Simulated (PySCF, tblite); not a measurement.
# C₄H₃F₃: bond homolysis, EPR parameters, part 2 of 3

tblite 0.8.0 and PySCF 2.14.0. Atoms count from 0. The steps go on from the part before.

## Step 12: Relaxing the molecule at PBE0-D3(BJ)/def2-SVP

This step treats C4H2F3 radical, labelled `[CH]=CC(F)=C(F)F` (the label fixes atoms and charge, not where charge and spin sit).

Job settings and geometry (Å):

```
{"job": {"xc": "PBE0", "basis": "def2-SVP", "d3": "d3bj", "grid": 1, "kind": "geom"}, "charge": 0, "multiplicity": 2}
C      1.716667     0.641881     0.367454
C      0.645939    -0.058735     0.587378
C     -0.632155     0.095961    -0.115454
F     -0.697319     1.040392    -1.068511
C     -1.720420    -0.635413     0.132160
F     -2.888470    -0.524463    -0.480245
F     -1.756718    -1.591410     1.052331
H      2.074915     1.431765    -0.248183
H      0.625196    -0.839192     1.340049
```

The log of the run:

```text
step   0  E = -452.20289269  max force = 0.031597
step   1  E = -452.20426603  max force = 0.008641
step   2  E = -452.20410240  max force = 0.008651
step   3  E = -452.20521370  max force = 0.002125
step   4  E = -452.20523137  max force = 0.000911
step   5  E = -452.20522452  max force = 0.002149
step   6  E = -452.20524264  max force = 0.001628
step   7  E = -452.20524976  max force = 0.000436
step   8  E = -452.20524620  max force = 0.000592
step   9  E = -452.20524822  max force = 0.000263
optimisation converged
```

Run time: 59 s. Hardware: 1 thread of Arm Neoverse V1, shared host.

Step by step: (the energy doesn't fall at every step)

| step | energy from step 0 (eV) | largest force component (eV/Å) |
| --- | --- | --- |
| 0 | 0.0000 | 1.6248 |
| 1 | -0.0374 | 0.4443 |
| 2 | -0.0329 | 0.4449 |
| 3 | -0.0632 | 0.1093 |
| 4 | -0.0636 | 0.0468 |
| 5 | -0.0635 | 0.1105 |
| 6 | -0.0639 | 0.0837 |
| 7 | -0.0641 | 0.0224 |
| 8 | -0.0640 | 0.0304 |
| 9 | -0.0641 | 0.0135 |

Close pairs (by a distance rule), those that changed most:

| bond | before (Å) | after (Å) | change (Å) |
| --- | --- | --- | --- |
| C0–H7 | 1.064 | 1.089 | +0.025 |
| C0–C1 | 1.298 | 1.322 | +0.024 |
| C4–F5 | 1.324 | 1.305 | -0.019 |
| C4–F6 | 1.327 | 1.310 | -0.018 |
| C1–C2 | 1.467 | 1.451 | -0.015 |
| C1–H8 | 1.084 | 1.097 | +0.013 |
| C2–F3 | 1.343 | 1.332 | -0.011 |
| C2–C4 | 1.334 | 1.341 | +0.006 |

The end geometry stands in the next job.

| at the end point | value |
| --- | --- |
| point group (found at 0.08 Å tolerance) | Cs |
| rotational constants (GHz, main isotopes) | 4.987, 1.995, 1.425 |
| dipole moment (D) | 0.62 |
| ⟨S²⟩ | 0.779 |

## Step 13: Single point (C₄H₂F₃ radical, [CH]=CC(F)=C(F)F): M06-2X/def2-TZVP

Geometry: PBE0-D3(BJ)/def2-SVP.

Job settings and geometry (Å):

```
{"job": {"kind": "sp", "xc": "M06-2X", "basis": "def2-TZVP", "grid": 3}, "charge": 0, "multiplicity": 2}
C      1.727788     0.603136     0.399181
C      0.628712    -0.097816     0.619804
C     -0.613399     0.092510    -0.106489
F     -0.635268     1.030423    -1.052483
C     -1.736012    -0.608390     0.108830
F     -2.849603    -0.434738    -0.548057
F     -1.828143    -1.551389     1.013185
H      2.058445     1.407171    -0.256276
H      0.614620    -0.879903     1.389066
```

The log of the run:

```text
coarse grid: 41568 points
cycle   1  E = -452.9078496853  dE =  1.385e+00  |g| = 5.531e-01  |ddm| = 2.080e+00
cycle   2  E = -452.8637912849  dE =  4.406e-02  |g| = 7.011e-01  |ddm| = 6.917e-01
cycle   3  E = -453.0283785513  dE = -1.646e-01  |g| = 5.755e-02  |ddm| = 3.841e-01
cycle   4  E = -453.0299266253  dE = -1.548e-03  |g| = 3.693e-02  |ddm| = 6.408e-02
cycle   5  E = -453.0307188468  dE = -7.922e-04  |g| = 1.291e-02  |ddm| = 3.912e-02
cycle   6  E = -453.0309080608  dE = -1.892e-04  |g| = 5.308e-03  |ddm| = 1.795e-02
cycle   7  E = -453.0309851645  dE = -7.710e-05  |g| = 3.107e-03  |ddm| = 1.406e-02
cycle   8  E = -453.0310145196  dE = -2.936e-05  |g| = 1.957e-03  |ddm| = 7.906e-03
cycle   9  E = -453.0310281240  dE = -1.360e-05  |g| = 1.109e-03  |ddm| = 5.958e-03
cycle  10  E = -453.0310341770  dE = -6.053e-06  |g| = 5.315e-04  |ddm| = 5.096e-03
final grid: 118880 points
cycle  11  E = -453.0320090784  dE = -9.834e-06  |g| = 1.622e-03  |ddm| = 1.892e-02
cycle  12  E = -453.0320094557  dE = -3.773e-07  |g| = 1.544e-03  |ddm| = 2.524e-03
cycle  13  E = -453.0320102094  dE = -7.537e-07  |g| = 2.339e-04  |ddm| = 1.182e-03
cycle  14  E = -453.0320103235  dE = -1.141e-07  |g| = 1.485e-04  |ddm| = 4.670e-04
cycle  15  E = -453.0320103827  dE = -5.923e-08  |g| = 9.248e-05  |ddm| = 3.266e-04
cycle  16  E = -453.0320104291  dE = -4.642e-08  |g| = 5.940e-05  |ddm| = 4.272e-04
cycle  17  E = -453.0320104423  dE = -1.315e-08  |g| = 2.080e-05  |ddm| = 2.751e-04
cycle  18  E = -453.0320104435  dE = -1.236e-09  |g| = 8.698e-06  |ddm| = 8.644e-05
converged SCF energy = -453.0320104435
```

It took 51 s on 1 thread of Arm Neoverse V1, shared host.

## Step 14: Geometry optimisation with GFN2-xTB

This step treats C₄H₃F₂ radical, labelled `C=C[C]=C(F)F` (the label fixes atoms and charge, not where charge and spin sit).

Job settings and geometry (Å):

```
{"job": {"kind": "relax", "xc": "GFN2-xTB", "basis": "xTB"}, "charge": 0, "multiplicity": 2}
C      1.775300     0.626300     0.394800
C      0.649300    -0.085700     0.614500
C     -0.564300     0.081000    -0.075800
C     -1.701500    -0.607800     0.111900
F     -2.818100    -0.456200    -0.509600
F     -1.795100    -1.575100     1.020900
H      2.676500     0.465100     0.954600
H      1.777400     1.423400    -0.357600
H      0.664600    -0.883100     1.400300
```

The log of the run:

```text
step      E/eV     max force
  0    -527.80193    2.978
  1    -527.85403    2.695
  2    -527.90978    0.466
  3    -527.91701    0.325
  4    -527.92299    0.239
  5    -527.92632    0.249
  6    -527.93376    0.256
  7    -527.94202    0.278
  8    -527.94632    0.189
  9    -527.94997    0.204
 10    -527.95296    0.191
 11    -527.95542    0.214
 12    -527.95719    0.141
 13    -527.95871    0.152
 14    -527.96049    0.168
 15    -527.96268    0.181
 16    -527.96485    0.183
 17    -527.96690    0.145
 18    -527.96926    0.190
 19    -527.97193    0.224
 20    -527.97477    0.202
 21    -527.97740    0.188
 22    -527.97942    0.122
 23    -527.98082    0.108
 24    -527.98160    0.077
 25    -527.98198    0.053
 26    -527.98226    0.043
 27    -527.98240    0.015
 28    -527.98243    0.011
 29    -527.98244    0.010
 30    -527.98245    0.008
 31    -527.98652    0.499
 32    -527.99101    0.221
 33    -527.99320    0.187
 34    -527.99393    0.089
 35    -527.99452    0.084
 36    -527.99528    0.127
 37    -527.99652    0.178
 38    -527.99851    0.216
 39    -528.00236    0.232
 40    -528.00954    0.444
 41    -528.02048    0.754
 42    -528.04731    1.327
 43    -528.10320    1.058
 44    -528.17488    1.077
 45    -528.21814    0.653
 46    -528.25648    0.953
 47    -528.29624    0.532
 48    -528.33214    0.357
 49    -528.35035    0.349
 50    -528.37468    0.377
 51    -528.39223    0.366
 52    -528.39756    0.291
 53    -528.40336    0.187
 54    -528.40613    0.177
 55    -528.41292    0.174
 56    -528.41619    0.202
 57    -528.42550    0.272
 58    -528.43280    0.252
 59    -528.44206    0.178
 60    -528.44656    0.143
 61    -528.44935    0.205
 62    -528.45148    0.129
 63    -528.45347    0.111
 64    -528.45495    0.099
 65    -528.45604    0.117
 66    -528.45724    0.141
 67    -528.45966    0.148
 68    -528.46231    0.141
 69    -528.46461    0.146
 70    -528.46631    0.127
 71    -528.46756    0.093
 72    -528.46862    0.078
 73    -528.46970    0.075
 74    -528.47045    0.062
 75    -528.47073    0.048
 76    -528.47085    0.036
 77    -528.47102    0.043
 78    -528.47123    0.039
 79    -528.47140    0.037
 80    -528.47147    0.020
 81    -528.47150    0.019
 82    -528.47153    0.018
 83    -528.47158    0.017
 84    -528.47162    0.020
 85    -528.47165    0.020
 86    -528.47168    0.020
 87    -528.47175    0.032
 88    -528.47187    0.047
 89    -528.47204    0.051
 90    -528.47217    0.032
 91    -528.47221    0.013
 92    -528.47223    0.012
 93    -528.47224    0.009
```

It took 0.11 s on 1 thread of Arm Neoverse V1, shared host.

The steps of the relaxation: (not every step is listed)

| step | energy from step 0 (eV) | largest force (eV/Å) |
| --- | --- | --- |
| 0 | 0.0000 | 2.9782 |
| 1 | -0.0521 | 2.6951 |
| 2 | -0.1078 | 0.4664 |
| 3 | -0.1151 | 0.3247 |
| 4 | -0.1211 | 0.2390 |
| 5 | -0.1244 | 0.2489 |
| 6 | -0.1318 | 0.2556 |
| 7 | -0.1401 | 0.2778 |
| 8 | -0.1444 | 0.1892 |
| 16 | -0.1629 | 0.1830 |
| 24 | -0.1797 | 0.0768 |
| 32 | -0.1891 | 0.2207 |
| 40 | -0.2076 | 0.4439 |
| 48 | -0.5302 | 0.3570 |
| 56 | -0.6143 | 0.2018 |
| 64 | -0.6530 | 0.0995 |
| 72 | -0.6667 | 0.0776 |
| 80 | -0.6695 | 0.0204 |
| 88 | -0.6699 | 0.0466 |
| 89 | -0.6701 | 0.0505 |
| 90 | -0.6702 | 0.0322 |
| 91 | -0.6703 | 0.0125 |
| 92 | -0.6703 | 0.0124 |
| 93 | -0.6703 | 0.0094 |

Distances of close pairs at the start and the end, largest changes first:

| bond | before (Å) | after (Å) | change (Å) |
| --- | --- | --- | --- |
| C1–C2 | 1.406 | 1.350 | -0.056 |
| C2–C3 | 1.343 | 1.288 | -0.055 |
| C3–F4 | 1.287 | 1.341 | +0.054 |
| C1–H8 | 1.120 | 1.085 | -0.035 |
| C0–C1 | 1.350 | 1.371 | +0.021 |
| C0–H7 | 1.096 | 1.075 | -0.021 |
| C3–F5 | 1.331 | 1.341 | +0.011 |
| C0–H6 | 1.073 | 1.074 | +0.001 |

The end geometry stands in the next job.

## Step 15: Harmonic vibrations with GFN2-xTB

Job settings and geometry (Å):

```
{"job": {"kind": "ir", "xc": "GFN2-xTB", "basis": "xTB"}, "charge": 0, "multiplicity": 2}
C      1.723319     0.507743     0.270936
C      0.673064     0.087328     1.045992
C     -0.516000    -0.326679     0.557851
C     -1.648283    -0.722549     0.090005
F     -2.715289     0.055473    -0.145382
F     -1.964238    -1.984143    -0.238259
H      2.646534     0.826465     0.717832
H      1.648179     0.529172    -0.801327
H      0.787534     0.080153     2.124885
```

The log of the run:

```text
mode    cm-1     km/mol
  1      82.5      0.00
  2     125.9      0.24
  3     183.8      0.06
  4     406.6     19.21
  5     442.4     24.21
  6     450.7      7.19
  7     497.6      0.99
  8     540.2      0.67
  9     740.1     39.47
 10     791.2     24.13
 11     914.1     11.23
 12     996.4     44.25
 13    1051.2    268.00
 14    1197.2    181.17
 15    1253.3      6.31
 16    1372.2     61.47
 17    1458.6      7.80
 18    1962.3    170.77
 19    3017.7     13.70
 20    3124.4      3.05
 21    3165.5     13.91
ZPE 142.199  H(298)-E 161.679  G(298)-E 60.895 kJ/mol  S 338.03 J/(mol K)
```

Run time: 0.18 s. Hardware: 1 thread of Arm Neoverse V1, shared host.

The strongest bands and the atoms that carry them (share of the mass-weighted mode):

| cm⁻¹ | km/mol | atoms |
| --- | --- | --- |
| 442 | 24.2 | C3 82 % |
| 740 | 39.5 | F5 29 %, F4 29 %, C1 21 % |
| 791 | 24.1 | H6 38 %, H7 30 %, C0 25 % |
| 996 | 44.2 | H6 32 %, H7 22 %, C0 18 % |
| 1051 | 268.0 | C3 69 %, F4 15 %, F5 15 % |
| 1197 | 181.2 | H8 36 %, C3 29 %, C1 12 %, C2 10 % |
| 1372 | 61.5 | H6 31 %, C1 31 %, H7 17 %, C3 11 % |
| 1962 | 170.8 | C2 62 %, C3 32 % |

## Step 16: Relaxing the molecule at PBE0-D3(BJ)/def2-SVP

This step treats C₄H₃F₂ radical, labelled `C=C[C]=C(F)F` (the label fixes atoms and charge, not where charge and spin sit).

The job, as its differences from that of step 15:

```diff
@@ -1,2 +1,2 @@
-{"job": {"kind": "ir", "xc": "GFN2-xTB", "basis": "xTB"}, "charge": 0, "multiplicity": 2}
+{"job": {"xc": "PBE0", "basis": "def2-SVP", "d3": "d3bj", "grid": 1, "kind": "geom"}, "charge": 0, "multiplicity": 2}
 C      1.723319     0.507743     0.270936
```

The log of the run:

```text
step   0  E = -353.15566889  max force = 0.032818
step   1  E = -353.15658068  max force = 0.016316
step   2  E = -353.15627822  max force = 0.011845
step   3  E = -353.15735229  max force = 0.002783
step   4  E = -353.15740422  max force = 0.001975
step   5  E = -353.15745467  max force = 0.003361
step   6  E = -353.15751819  max force = 0.004007
step   7  E = -353.15757670  max force = 0.002311
step   8  E = -353.15758230  max force = 0.000571
step   9  E = -353.15757613  max force = 0.001256
step  10  E = -353.15756673  max force = 0.002285
step  11  E = -353.15757248  max force = 0.001419
step  12  E = -353.15757568  max force = 0.000343
step  13  E = -353.15757797  max force = 0.000190
optimisation converged
```

It took 60 s on 1 thread of Arm Neoverse V1, shared host.

The steps of the relaxation: (the energy doesn't fall at every step)

| step | energy from step 0 (eV) | largest force component (eV/Å) |
| --- | --- | --- |
| 0 | 0.0000 | 1.6876 |
| 1 | -0.0248 | 0.8390 |
| 2 | -0.0166 | 0.6091 |
| 3 | -0.0458 | 0.1431 |
| 4 | -0.0472 | 0.1016 |
| 5 | -0.0486 | 0.1728 |
| 6 | -0.0503 | 0.2060 |
| 7 | -0.0519 | 0.1188 |
| 8 | -0.0521 | 0.0294 |
| 9 | -0.0519 | 0.0646 |
| 10 | -0.0516 | 0.1175 |
| 11 | -0.0518 | 0.0730 |
| 12 | -0.0519 | 0.0176 |
| 13 | -0.0519 | 0.0098 |

Distances of close pairs at the start and the end, largest changes first:

| bond | before (Å) | after (Å) | change (Å) |
| --- | --- | --- | --- |
| C3–F4 | 1.341 | 1.319 | -0.022 |
| C3–F5 | 1.341 | 1.319 | -0.022 |
| C0–H6 | 1.074 | 1.092 | +0.018 |
| C0–H7 | 1.075 | 1.092 | +0.017 |
| C0–C1 | 1.371 | 1.387 | +0.016 |
| C1–H8 | 1.085 | 1.099 | +0.014 |
| C2–C3 | 1.288 | 1.301 | +0.014 |
| C1–C2 | 1.350 | 1.360 | +0.010 |

The next job starts from the end point, and lists it.

| at the end point | value |
| --- | --- |
| rotational constants (GHz, main isotopes) | 9.051, 1.845, 1.651 |
| dipole moment (D) | 2.08 |
| ⟨S²⟩ | 0.794 |

## Step 17: Single point (C4H3F2 radical, C=C[C]=C(F)F): M06-2X/def2-TZVP

Geometry: PBE0-D3(BJ)/def2-SVP.

Job settings and geometry (Å):

```
{"job": {"kind": "sp", "xc": "M06-2X", "basis": "def2-TZVP", "grid": 3}, "charge": 0, "multiplicity": 2}
C      1.794233     0.335945     0.269872
C      0.688987     0.004214     1.039895
C     -0.556363    -0.246851     0.553094
C     -1.737512    -0.527467     0.085012
F     -2.711055     0.342267    -0.104514
F     -2.147892    -1.729680    -0.271142
H      2.762252     0.523781     0.738488
H      1.719636     0.413390    -0.817112
H      0.825527    -0.060968     2.128770
```

The log of the run:

```text
coarse grid: 38736 points
cycle   1  E = -353.7150631271  dE =  1.096e+00  |g| = 4.591e-01  |ddm| = 2.005e+00
cycle   2  E = -353.7018440807  dE =  1.322e-02  |g| = 5.370e-01  |ddm| = 5.706e-01
cycle   3  E = -353.7962515422  dE = -9.441e-02  |g| = 3.524e-02  |ddm| = 3.059e-01
cycle   4  E = -353.7971713641  dE = -9.198e-04  |g| = 2.395e-02  |ddm| = 5.515e-02
cycle   5  E = -353.7975708958  dE = -3.995e-04  |g| = 9.596e-03  |ddm| = 2.320e-02
cycle   6  E = -353.7977055584  dE = -1.347e-04  |g| = 4.300e-03  |ddm| = 1.592e-02
cycle   7  E = -353.7977445577  dE = -3.900e-05  |g| = 3.026e-03  |ddm| = 1.148e-02
cycle   8  E = -353.7977535405  dE = -8.983e-06  |g| = 6.395e-04  |ddm| = 4.681e-03
final grid: 114424 points
cycle   9  E = -353.7986359689  dE = -8.516e-06  |g| = 1.269e-03  |ddm| = 1.446e-02
cycle  10  E = -353.7986364129  dE = -4.440e-07  |g| = 1.127e-03  |ddm| = 2.534e-03
cycle  11  E = -353.7986368855  dE = -4.726e-07  |g| = 2.206e-04  |ddm| = 8.545e-04
cycle  12  E = -353.7986369912  dE = -1.057e-07  |g| = 1.232e-04  |ddm| = 5.525e-04
cycle  13  E = -353.7986370221  dE = -3.088e-08  |g| = 7.400e-05  |ddm| = 2.818e-04
cycle  14  E = -353.7986370378  dE = -1.569e-08  |g| = 3.635e-05  |ddm| = 2.591e-04
cycle  15  E = -353.7986370400  dE = -2.279e-09  |g| = 1.046e-05  |ddm| = 1.038e-04
converged SCF energy = -353.7986370400
```

Run time: 30 s. Hardware: 1 thread of Arm Neoverse V1, shared host.

## Step 18: Relaxing the molecule with GFN2-xTB

This step treats C2F3 radical, labelled `F[C]=C(F)F` (the label fixes atoms and charge, not where charge and spin sit).

Job settings and geometry (Å):

```
{"job": {"kind": "relax", "xc": "GFN2-xTB", "basis": "xTB"}, "charge": 0, "multiplicity": 2}
C     -0.565500     0.082500    -0.084300
F     -0.631000     1.040800    -1.044400
C     -1.681600    -0.630000     0.135700
F     -2.817400    -0.437700    -0.541600
F     -1.787300    -1.577200     1.041000
```

The log of the run:

```text
step      E/eV     max force
  0    -498.62428    2.661
  1    -498.71905    1.146
  2    -498.73461    1.024
  3    -498.74836    0.553
  4    -498.76509    0.448
  5    -498.77633    0.480
  6    -498.78807    0.474
  7    -498.80053    0.452
  8    -498.81175    0.336
  9    -498.81729    0.249
 10    -498.81860    0.101
 11    -498.81888    0.051
 12    -498.81902    0.034
 13    -498.81909    0.033
 14    -498.81912    0.016
 15    -498.81912    0.005
```

It took 0.04 s on 1 thread of Arm Neoverse V1, shared host.

Step by step:

| step | energy from step 0 (eV) | largest force (eV/Å) |
| --- | --- | --- |
| 0 | 0.0000 | 2.6605 |
| 1 | -0.0948 | 1.1458 |
| 2 | -0.1103 | 1.0238 |
| 3 | -0.1241 | 0.5526 |
| 4 | -0.1408 | 0.4478 |
| 5 | -0.1520 | 0.4803 |
| 6 | -0.1638 | 0.4742 |
| 7 | -0.1762 | 0.4525 |
| 8 | -0.1875 | 0.3357 |
| 9 | -0.1930 | 0.2491 |
| 10 | -0.1943 | 0.1010 |
| 11 | -0.1946 | 0.0507 |
| 12 | -0.1947 | 0.0342 |
| 13 | -0.1948 | 0.0334 |
| 14 | -0.1948 | 0.0164 |
| 15 | -0.1948 | 0.0054 |

Distances of close pairs at the start and the end, largest changes first:

| bond | before (Å) | after (Å) | change (Å) |
| --- | --- | --- | --- |
| C0–F1 | 1.358 | 1.303 | -0.055 |
| C0–C2 | 1.342 | 1.302 | -0.041 |
| C2–F3 | 1.336 | 1.344 | +0.007 |
| C2–F4 | 1.315 | 1.320 | +0.005 |

The next job starts from the end point, and lists it.

## Step 19: Infrared spectrum with GFN2-xTB

Job settings and geometry (Å):

```
{"job": {"kind": "ir", "xc": "GFN2-xTB", "basis": "xTB"}, "charge": 0, "multiplicity": 2}
C     -0.673720     0.114588    -0.154010
F     -0.435738     1.075060    -1.002010
C     -1.718332    -0.614869     0.112576
F     -2.919081    -0.538526    -0.485912
F     -1.736009    -1.557910     1.035817
```

The log of the run:

```text
mode    cm-1     km/mol
  1     174.3      4.64
  2     205.6      0.78
  3     392.7     35.43
  4     430.6      7.18
  5     538.1      3.41
  6     861.7     35.72
  7    1091.6    203.71
  8    1221.7    408.04
  9    1850.5     11.37
ZPE 40.475  H(298)-E 55.782  G(298)-E -35.410 kJ/mol  S 305.86 J/(mol K)
```

Wall time 0.09 s (1 thread of Arm Neoverse V1, shared host).

The strongest bands and the atoms that carry them (share of the mass-weighted mode):

| cm⁻¹ | km/mol | atoms |
| --- | --- | --- |
| 174 | 4.6 | F1 40 %, F3 39 % |
| 393 | 35.4 | C2 77 %, F4 14 % |
| 431 | 7.2 | F4 43 %, F3 29 %, F1 15 % |
| 538 | 3.4 | F4 34 %, C0 29 %, F1 14 %, F3 12 % |
| 862 | 35.7 | F3 42 %, C0 31 %, F4 15 % |
| 1092 | 203.7 | C2 61 %, C0 11 %, F4 11 % |
| 1222 | 408.0 | C2 37 %, C0 25 %, F1 23 %, F4 15 % |
| 1850 | 11.4 | C0 53 %, C2 43 % |

## Step 20: Optimising the geometry at PBE0-D3(BJ)/def2-SVP

This step treats C2F3 radical, labelled `F[C]=C(F)F` (the label fixes atoms and charge, not where charge and spin sit).

Job settings and geometry (Å):

```
{"job": {"xc": "PBE0", "basis": "def2-SVP", "d3": "d3bj", "grid": 1, "kind": "geom"}, "charge": 0, "multiplicity": 2}
C     -0.673720     0.114588    -0.154010
F     -0.435738     1.075060    -1.002010
C     -1.718332    -0.614869     0.112576
F     -2.919081    -0.538526    -0.485912
F     -1.736009    -1.557910     1.035817
```

The log of the run:

```text
step   0  E = -374.93712295  max force = 0.041047
step   1  E = -374.93707101  max force = 0.016208
step   2  E = -374.93838777  max force = 0.008485
step   3  E = -374.93873864  max force = 0.002293
step   4  E = -374.93876997  max force = 0.000762
step   5  E = -374.93877424  max force = 0.000905
step   6  E = -374.93878620  max force = 0.000605
step   7  E = -374.93875607  max force = 0.003700
step   8  E = -374.93882182  max force = 0.001070
step   9  E = -374.93882611  max force = 0.000257
optimisation converged
```

Wall time 19 s (1 thread of Arm Neoverse V1, shared host).

The steps of the relaxation: (the energy doesn't fall at every step)

| step | energy from step 0 (eV) | largest force component (eV/Å) |
| --- | --- | --- |
| 0 | 0.0000 | 2.1107 |
| 1 | 0.0014 | 0.8334 |
| 2 | -0.0344 | 0.4363 |
| 3 | -0.0440 | 0.1179 |
| 4 | -0.0448 | 0.0392 |
| 5 | -0.0449 | 0.0465 |
| 6 | -0.0453 | 0.0311 |
| 7 | -0.0444 | 0.1903 |
| 8 | -0.0462 | 0.0550 |
| 9 | -0.0463 | 0.0132 |

Distances of close pairs at the start and the end, largest changes first:

| bond | before (Å) | after (Å) | change (Å) |
| --- | --- | --- | --- |
| C2–F3 | 1.344 | 1.315 | -0.029 |
| C0–C2 | 1.302 | 1.321 | +0.019 |
| C2–F4 | 1.320 | 1.308 | -0.012 |
| C0–F1 | 1.303 | 1.295 | -0.008 |

The end geometry:

```xyz
5
C2F3
C    -0.5849   -0.0887   -0.0214
F    -0.0907    0.7537   -0.8718
C    -1.8161   -0.5541    0.0881
F    -2.8169   -0.2215   -0.6971
F    -2.1751   -1.4114    1.0085
```

| at the end point | value |
| --- | --- |
| point group (found at 0.08 Å tolerance) | Cs |
| rotational constants (GHz, main isotopes) | 11.367, 3.776, 2.835 |
| dipole moment (D) | 0.29 |
| ⟨S²⟩ | 0.765 |

## Step 21: Single point (C2H3 radical): M06-2X/def2-TZVP

Geometry: PBE0-D3(BJ)/def2-SVP.

Job settings and geometry (Å):

```
{"job": {"kind": "sp", "xc": "M06-2X", "basis": "def2-TZVP", "grid": 3}, "charge": 0, "multiplicity": 2}
C      1.788153     0.636307     0.399623
C      0.748713    -0.109257     0.687071
H      2.749614     0.520436     0.925787
H      1.751865     1.410781    -0.377120
H      0.495074    -0.917770     1.373366
```

The log of the run:

```text
coarse grid: 17776 points
cycle   1  E = -77.8702847940  dE =  7.308e-02  |g| = 1.442e-01  |ddm| = 1.093e+00
cycle   2  E = -77.8818008168  dE = -1.152e-02  |g| = 9.132e-02  |ddm| = 1.747e-01
cycle   3  E = -77.8862434924  dE = -4.443e-03  |g| = 3.335e-02  |ddm| = 7.780e-02
cycle   4  E = -77.8871368780  dE = -8.934e-04  |g| = 1.824e-02  |ddm| = 4.239e-02
cycle   5  E = -77.8874457908  dE = -3.089e-04  |g| = 6.398e-03  |ddm| = 1.737e-02
cycle   6  E = -77.8875411127  dE = -9.532e-05  |g| = 2.232e-03  |ddm| = 1.464e-02
cycle   7  E = -77.8875603336  dE = -1.922e-05  |g| = 9.677e-04  |ddm| = 6.444e-03
cycle   8  E = -77.8875647049  dE = -4.371e-06  |g| = 3.668e-04  |ddm| = 3.278e-03
final grid: 57664 points
cycle   9  E = -77.8879258896  dE = -3.649e-06  |g| = 4.640e-04  |ddm| = 6.786e-03
cycle  10  E = -77.8879260832  dE = -1.936e-07  |g| = 3.049e-04  |ddm| = 7.053e-04
cycle  11  E = -77.8879261408  dE = -5.755e-08  |g| = 1.756e-04  |ddm| = 2.909e-04
cycle  12  E = -77.8879261784  dE = -3.760e-08  |g| = 5.825e-05  |ddm| = 2.246e-04
cycle  13  E = -77.8879261875  dE = -9.144e-09  |g| = 2.928e-05  |ddm| = 1.275e-04
converged SCF energy = -77.8879261875
```

Run time: 3.7 s. Hardware: 1 thread of Arm Neoverse V1, shared host.

(Part 2 of 3 ends here.)
